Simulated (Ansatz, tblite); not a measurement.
# The cluster B₂P₂+: rung by rung

The task here is to estimate one member of a computed series from the others.

Method: as each input shows; program: Ansatz 0.2.0, Gaussian basis.

The runs, in order: GFN1-xTB, GFN2-xTB, PBE-D4/def2-TZVP, r2SCAN-D4/def2-TZVP, BHLYP-D4/def2-TZVP, BLYP-D4/def2-TZVP, r2SCANh-D4/def2-TZVP, LC-ωPBE/def2-TZVP, LDA/def2-TZVP, PBE+5HF/def2-TZVP, PBE+10HF/def2-TZVP, PBE+15HF/def2-TZVP, PBE+35HF/def2-TZVP, PBE+50HF/def2-TZVP, PBE-D4/def2-SVP, PBE0-D4/def2-SVP, CCSD(T)/def2-TZVPP, MP2/def2-TZVP, RPA/def2-TZVP.

**The structure**

The geometry is that of the doublet, from an earlier relaxation (PBE-D4/def2-TZVP). At that level it is the lowest of the isomers that a small search found.

4 atoms, charge 1, spin multiplicity 2.

Bond lengths: B1–B2 1.720 Å, B1–P3 1.849 Å, B1–P4 1.850 Å, B2–P3 1.849 Å, B2–P4 1.850 Å. Angles: B2–B1–P3 62.3°, B2–B1–P4 62.3°, P3–B1–P4 124.6°, B1–B2–P3 62.3°, B1–B2–P4 62.3°, P3–B2–P4 124.6°, B1–P3–B2 55.4°, B1–P4–B2 55.4°.

The ion is computed in the gas phase, without counter-ions or solvent.

PBE0-D4/def2-TZVP was run before; its log isn't repeated, and its numbers join the tables.

The first run:

Tight binding, by tblite at 300 K electronic temperature and without a spin-polarisation term:

```python
tblite.interface.Calculator('GFN1-xTB', numbers, positions, charge=1, uhf=1).singlepoint()
```

Tight binding, by tblite at 300 K electronic temperature and without a spin-polarisation term:

```python
tblite.interface.Calculator('GFN2-xTB', numbers, positions, charge=1, uhf=1).singlepoint()
```

start.molden holds the orbitals of an earlier run on this state, given as this run's starting guess.

Contents of in.yaml:

```yaml
crystal:
  periodic: [false, false, false]
  atoms:
    - {symbol: B, position_ang: [0.078296, -0.819741, 0.247669]}
    - {symbol: B, position_ang: [-0.077023, 0.820283, -0.246272]}
    - {symbol: P, position_ang: [-1.103125, 0.251929, 1.183347]}
    - {symbol: P, position_ang: [1.101862, -0.252472, -1.184754]}
basis:
  gaussian: {orbitals: def2-TZVP, initial_orbitals: start.molden}
total_charge: 1
magnetization: {spin_polarized: true, initial_magnetization: 1}
hamiltonian: {xc: pbe, dispersion: d4}
scf: {omitted_lower_state_checks: [starts]}
output: {orbitals: {seedname: orbitals}}
```

On the command line:

```console
$ ansatz run in.yaml --threads 4 --pin off --events-out ev --progress --plain --max-ram 3916MiB
```

Among the steps run: PBE-D4/def2-TZVP; r2SCAN-D4/def2-TZVP; BHLYP-D4/def2-TZVP; BLYP-D4/def2-TZVP; r2SCANh-D4/def2-TZVP; LC-ωPBE/def2-TZVP; LDA/def2-TZVP; PBE+5HF/def2-TZVP; PBE+10HF/def2-TZVP; PBE+15HF/def2-TZVP; PBE+35HF/def2-TZVP; PBE+50HF/def2-TZVP; PBE-D4/def2-SVP; PBE0-D4/def2-SVP; CCSD(T)/def2-TZVPP; MP2/def2-TZVP; RPA/def2-TZVP.

One of the session's tables, all rows but one given; the rest of the session is left out.

| level | HOMO (eV) | LUMO (eV) | gap (eV) |
| --- | --- | --- | --- |
| LDA/def2-TZVP | -11.72 | -11.71 | 0.02 |
| PBE-D4/def2-SVP | -11.77 | -11.72 | 0.05 |
| PBE-D4/def2-TZVP | -11.67 | -11.61 | 0.06 |
| BLYP-D4/def2-TZVP | -11.41 | -11.36 | 0.05 |
| r2SCAN-D4/def2-TZVP | -11.97 | -11.69 | 0.28 |
| r2SCANh-D4/def2-TZVP | ? | ? | ? |
| PBE0-D4/def2-SVP | -12.76 | -11.06 | 1.70 |
| PBE0-D4/def2-TZVP | -12.65 | -10.91 | 1.74 |
| BHLYP-D4/def2-TZVP | -13.44 | -9.88 | 3.56 |
| LC-ωPBE/def2-TZVP | -15.20 | -8.87 | 6.33 |
| PBE+5HF/def2-TZVP | -11.84 | -11.46 | 0.37 |
| PBE+10HF/def2-TZVP | -12.00 | -11.37 | 0.63 |
| PBE+15HF/def2-TZVP | -12.22 | -11.21 | 1.00 |
| PBE+35HF/def2-TZVP | -13.08 | -10.60 | 2.48 |
| PBE+50HF/def2-TZVP | -13.72 | -10.12 | 3.60 |

Q: Estimate the row for r2SCANh-D4/def2-TZVP from the others.

**Answer.** HOMO (eV): -12.36; LUMO (eV): -11.39; gap (eV): 0.97. In the column «HOMO (eV)» it lies between PBE0-D4/def2-TZVP (-12.65) and PBE+15HF/def2-TZVP (-12.22).

Limits of these values: Doubts: large T1 diagnostic, spin contamination. Notes on CCSD(T)/def2-TZVPP: large T1 diagnostic, spin contamination.
